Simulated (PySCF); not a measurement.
Gas-phase reaction: BHCl2 + HCl → BH2Cl + Cl2

Computed with PySCF and rigid-rotor harmonic-oscillator thermochemistry at 1 bar. † marks an energy on the PBE0/def2-TZVP geometry and frequencies; other levels use their own. MP2 and CCSD(T) freeze the core. 6-31G* has spherical d functions here. All species are closed-shell singlets. B3LYP is the form with VWN-RPA correlation. BH2Cl: computed as isolated molecules; such fragments, hydroxides, amides, oligomers or adducts are transient or little studied in the gas. MP2 isn't extrapolated to the basis-set limit. CCSD(T) isn't extrapolated to the basis-set limit.

| level | ΔH°(298 K), kJ |
|---|---|
| B3LYP/def2-TZVP† | 251 |
| CCSD(T)/def2-SVP† | [?] |
| CCSD(T)/def2-TZVPP† | [?] |
| HF/6-31G* | 272 |
| HF/def2-TZVP† | [?] |
| MP2/def2-SVP† | 310 |
| PBE/def2-TZVP† | [?] |
| PBE0/def2-QZVP† | 262 |
| LDA/def2-TZVP† | 267 |

Question: Complete the blanks.

Answer: 
- CCSD(T)/def2-SVP†, ΔH°(298 K), kJ: 295
- CCSD(T)/def2-TZVPP†, ΔH°(298 K), kJ: 271
- HF/def2-TZVP†, ΔH°(298 K), kJ: 264
- PBE/def2-TZVP†, ΔH°(298 K), kJ: 253
